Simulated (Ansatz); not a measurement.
A calculation with Ansatz (development build ahead of 0.2.0).

```yaml
crystal:
  periodic: [false, false, false]
  atoms:
    - { symbol: B, position_ang: [0.00783, 0.0033, 0.00527] }
    - { symbol: H, position_ang: [1.20047, 0.00453, -0.00653] }
    - { symbol: H, position_ang: [-0.60638, 1.05432, -0.00117] }
    - { symbol: H, position_ang: [-0.59495, -1.04894, 0.00379] }
basis:
  gaussian: { orbitals: cc-pVDZ }
hamiltonian:
  xc: hf
correlation:
  method: mp2
  frozen_orbitals: { B: 1, H: 0 }
```

The input is written out in the form of the current development build from the run's settings.

Results

- Converged: yes
- Reference energy: -26.39052 hartree
- Correlation energy: -0.09230 hartree
- Total energy: -26.48282 hartree
- Spin squared of the determinant: 0.000
